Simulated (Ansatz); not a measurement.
How far a parabola holds: energy against volume of fcc Ag

fcc Ag was calculated with PBE-D4 in Ansatz (plane waves, PAW). Numerical settings: plane-wave cutoff 520 eV, 24×24×24 k mesh, Fermi–Dirac smearing 0.05 eV, no spin polarisation, scalar-relativistic PAW data made under PBE. The cell has no free parameter but its volume, all volumes share cutoff and mesh, and the runs aren't spin-polarised. Energies are free energies at the run's smearing, counted from the lowest row; static lattice.

| V (Å³/atom) | E (meV/atom) |
|---|---|
| 15.986 | ? |
| 16.327 | 10.15 |
| 16.667 | 2.41 |
| 17.007 | 0.00 |
| 17.347 | 2.26 |
| 17.687 | 8.59 |

**Question.** Using a parabola, estimate the missing E at V = 15.986 from the other rows, showing the fit.

**Answer.** With u = V - 17.0, the rows have u = -0.6730, -0.3330, 0.0070, 0.3470, 0.6870. Least squares gives E = 0.003 - 1.2456·u + 20.2731·u². Residuals (row less fit): 0.126, -0.256, 0.005, 0.248, -0.126; standard error 0.282 (degrees of freedom: 2). The fitted curve has its minimum at V = 17.0, where E = -0.02. Its curvature is d²E/dV² = 2 × 20.2731 meV/Å⁶, so B = V0·d²E/dV² × 0.1602 = 111 GPa. At the withheld row, u = -1.0140, so E = 0.003 - 1.2456 × (-1.0140) + 20.2731 × (-1.0140)² = 22.111 meV/atom. The calculation gives 24.00 meV/atom, 1.889 meV/atom above the prediction (7.9 % of the range of E in the table). The row lies outside the fitted rows, so this is an extrapolation. From the scatter of the fitted rows alone, a prediction at this place has a standard error of 0.668 meV/atom, so the miss is 2.8 times that.

The residuals are curvature that a parabola lacks, not noise. A solid that stiffens under compression and softens on expansion lies above the parabola at the compressed end and under it at the expanded end, as this row does. A third-order Birch-Murnaghan fit to the whole scan has B0 = 110 GPa. Only scans are tabulated whose curvature falls smoothly with volume, and where the parabola meets the shown rows within 5 % of their range and misses the end by 0.1 meV or more.

Measured, for comparison: bulk modulus 110 GPa (corrected for temperature and zero-point phonon effects, sources range from 104 to 111; as tabulated in Levämäki et al. (2014), arXiv:1402.3671). Computed less measured: bulk modulus +0.0 % (inside the range of the sources held).

Ansatz is a quantum-chemistry and plane-wave program.
